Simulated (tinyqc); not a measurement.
Worked calculation: extended Hueckel theory, for BH3. One step of it, computed by the program tinyqc.

Question. Wolfsberg-Helmholz matrix. H_ij = K' S_ij (H_ii + H_jj)/2 for i != j (the diagonal keeps H_ii), with K' = 2.

overlap S:
```
           1B 2s     1B 2px     1B 2py     1B 2pz      2H 1s      3H 1s      4H 1s
1B 2s   1.000000   0.000000   0.000000   0.000000   0.493298   0.493262   0.493262
1B 2px  0.000000   1.000000   0.000000   0.000000   0.534954  -0.267448  -0.267448
1B 2py  0.000000   0.000000   1.000000   0.000000   0.000000   0.463275  -0.463275
1B 2pz  0.000000   0.000000   0.000000   1.000000  -0.001360  -0.001360  -0.001360
2H 1s   0.493298   0.534954   0.000000  -0.001360   1.000000   0.095154   0.095154
3H 1s   0.493262  -0.267448   0.463275  -0.001360   0.095154   1.000000   0.095132
4H 1s   0.493262  -0.267448  -0.463275  -0.001360   0.095154   0.095132   1.000000
```

diagonal H_ii (eV): 1B 2s -15.200000, 1B 2px -8.500000, 1B 2py -8.500000, 1B 2pz -8.500000, 2H 1s -13.600000, 3H 1s -13.600000, 4H 1s -13.600000

K = 2.000000

Give: H.

Answer.

H (eV):
```
           1B 2s    1B 2px    1B 2py   1B 2pz     2H 1s     3H 1s     4H 1s
1B 2s   -15.2000    0.0000    0.0000   0.0000  -14.2070  -14.2059  -14.2059
1B 2px    0.0000   -8.5000    0.0000   0.0000  -11.8225    5.9106    5.9106
1B 2py    0.0000    0.0000   -8.5000   0.0000    0.0000  -10.2384   10.2384
1B 2pz    0.0000    0.0000    0.0000  -8.5000    0.0301    0.0301    0.0301
2H 1s   -14.2070  -11.8225    0.0000   0.0301  -13.6000   -2.5882   -2.5882
3H 1s   -14.2059    5.9106  -10.2384   0.0301   -2.5882  -13.6000   -2.5876
4H 1s   -14.2059    5.9106   10.2384   0.0301   -2.5882   -2.5876  -13.6000
```
